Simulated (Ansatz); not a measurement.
The input, for Ansatz 0.2.0:

```yaml
crystal:
  periodic: [false, false, false]
  atoms:
    - {symbol: N, position_ang: [-2.071058, 0.025300, -0.018825]}
    - {symbol: H, position_ang: [-2.368338, 0.993134, -0.018825]}
    - {symbol: H, position_ang: [-2.368337, -0.376999, 0.861435]}
    - {symbol: H, position_ang: [-0.646058, 0.025300, -0.018825]}
    - {symbol: Si, position_ang: [1.102942, 0.025300, -0.018825]}
    - {symbol: H, position_ang: [1.715122, -0.848984, 1.071187]}
    - {symbol: H, position_ang: [1.715122, -0.848984, -1.108837]}
basis:
  gaussian: {orbitals: 6-31G}
magnetization: {spin_polarized: true, initial_magnetization: 0}
correlation: {method: ccsd, electrons: valence}
```

```sh
$ ansatz run in.yaml --threads 1 --pin off --events-out ev --progress --plain --max-ram 2393MiB
```

Log:

```
432 factors; integrals over basis functions are off by at most 2.8e-4 eV
mean field evaluation 1: about -9413.2141 eV, gradient 2.3e1 eV
mean field evaluation 2: about -9413.2134 eV, gradient 2.3e1 eV
mean field evaluation 4: about -9416.1254 eV, gradient 1.7e0 eV
mean field evaluation 8: about -9416.2220 eV, gradient 1.1e-1 eV
mean field evaluation 16: about -9416.9495 eV, gradient 1.6e-1 eV
mean field evaluation 32: about -9416.9505 eV, gradient 2.6e-2 eV
mean field evaluation 64: about -9416.4261 eV, gradient 6.7e0 eV
mean field evaluation 96: about -9414.8839 eV, gradient 5.9e-4 eV
mean field evaluation 128: about -9414.9580 eV, gradient 2.2e0 eV
mean field evaluation 160: about -9414.9922 eV, gradient 1.7e-1 eV
mean field evaluation 192: about -9411.9593 eV, gradient 1.1e1 eV
mean field evaluation 224: about -9416.3348 eV, gradient 1.7e0 eV
mean field -9416.95046379 eV, -346.0665465061 hartree, gradient 2.6e-6 eV, S^2 0.862335; 12 other end points of the search recorded, 0 dependent functions left out
determinant -9416.95046379 eV, -346.0665465061 hartree, with singles and doubles -9422.14945685 eV, -346.2576059768 hartree
determinant -9414.99253994 eV, -345.9945941318 hartree, with singles and doubles -9420.01641828 eV, -346.1792182554 hartree
determinant -9414.88386889 eV, -345.9906005443 hartree, with singles and doubles -9421.21643547 eV, -346.2233180736 hartree
determinant -9416.22266718 eV, -346.0398004738 hartree, with singles and doubles -9422.22873315 eV, -346.2605193274 hartree
6 core orbitals not correlated: weight in the atoms' cores, before any rotation towards them, 1.000 or more for the frozen orbitals, at most 0.000 for the correlated occupied ones
reference -9416.95046379 eV, -346.0665465061 hartree; 7, 7 occupied and 19, 19 virtual orbitals, 432 factors
second order -4.16691953 eV of doubles, -0.00000000 eV of singles
cycle   1  -5.20076069 eV  change   -1.8e-3 eV  update   9.5e-3
cycle   2  -5.21601760 eV  change   -1.5e-2 eV  update   8.8e-3
cycle   3  -5.22431953 eV  change   -8.3e-3 eV  update   5.8e-3
cycle   4  -5.23404978 eV  change   -9.7e-3 eV  update   3.6e-3
cycle   5  -5.24076603 eV  change   -6.7e-3 eV  update   1.7e-3
cycle   6  -5.24546605 eV  change   -4.7e-3 eV  update   1.2e-3
cycle   7  -5.24605500 eV  change   -5.9e-4 eV  update   7.9e-4
cycle   8  -5.24548824 eV  change    5.7e-4 eV  update   4.4e-4
cycle   9  -5.24536592 eV  change    1.2e-4 eV  update   1.9e-4
cycle  10  -5.24534564 eV  change    2.0e-5 eV  update   1.0e-4
cycle  11  -5.24537236 eV  change   -2.7e-5 eV  update   4.0e-5
cycle  12  -5.24535471 eV  change    1.8e-5 eV  update   1.9e-5
cycle  13  -5.24534606 eV  change    8.6e-6 eV  update   8.6e-6
WARN: the results are in doubt because among natural orbitals full CI differs from the method by -0.108 eV
Total energy: -9422.19580985 eV, -346.2593094184 hartree
In doubt: among natural orbitals full CI differs from the method by -0.108 eV
```

Ran on 1 thread of Intel Xeon 6975P-C, shared host: 1 s wall, 0.2 GiB peak host memory.
